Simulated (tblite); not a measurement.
# F6H6Na: the cost of one run

Programs: tblite 0.8.0 and PySCF 2.14.0. All values are calculated, for the isolated system unless a continuum is named. Atoms count from 0, parts from 1.

## 1. Starting point

13 atoms, charge 1, multiplicity 1; geometry: rigid parts in contact. Parts: 1 = atom 0, `[Na+]`, charge 1; 2 = atoms 1–2, `F`, charge 0; 3 = atoms 3–4, `F`, charge 0; 4 = atoms 5–6, `F`, charge 0; 5 = atoms 7–8, `F`, charge 0; 6 = atoms 9–10, `F`, charge 0; 7 = atoms 11–12, `F`, charge 0.

## 2. Search for minima with GFN2-xTB

What the job is given:

```
{"job": {"kind": "dock", "xc": "GFN2-xTB", "basis": "xTB"}, "charge": 1, "multiplicity": 1, "parts": [{"atoms": "0-0", "charge": 1, "multiplicity": 1}, {"atoms": "1-2", "charge": 0, "multiplicity": 1}, {"atoms": "3-4", "charge": 0, "multiplicity": 1}, {"atoms": "5-6", "charge": 0, "multiplicity": 1}, {"atoms": "7-8", "charge": 0, "multiplicity": 1}, {"atoms": "9-10", "charge": 0, "multiplicity": 1}, {"atoms": "11-12", "charge": 0, "multiplicity": 1}]}
Na    -0.872092     0.333508     0.356892
F     -0.468899    -0.294952    -1.550340
H     -0.337531    -0.522138    -2.464189
F     -0.207089    -0.934054    -4.112367
H      0.009712    -1.222447    -4.976940
F     -2.574732    -0.595623     0.685783
H     -3.474145    -0.785960     0.437127
F     -1.643793     1.123191     3.021072
H     -2.065345     1.220490     3.845924
F     -0.642003     2.310280    -0.199008
H     -0.607193     3.225667    -0.391134
F     -4.712811    -1.095376    -0.608965
H     -5.263366    -1.372984    -1.311109
```

Method: GFN2-xTB search for minima from random contacts, gas phase.

Run with:

```bash
$ OMP_NUM_THREADS=1 python cluster_run.py task.json out
```

The driver reads the jobs from task.json and runs them one after another.

**Question.** How long does this first job take on 1 thread of Arm Neoverse V1, shared host?

About 20 s.
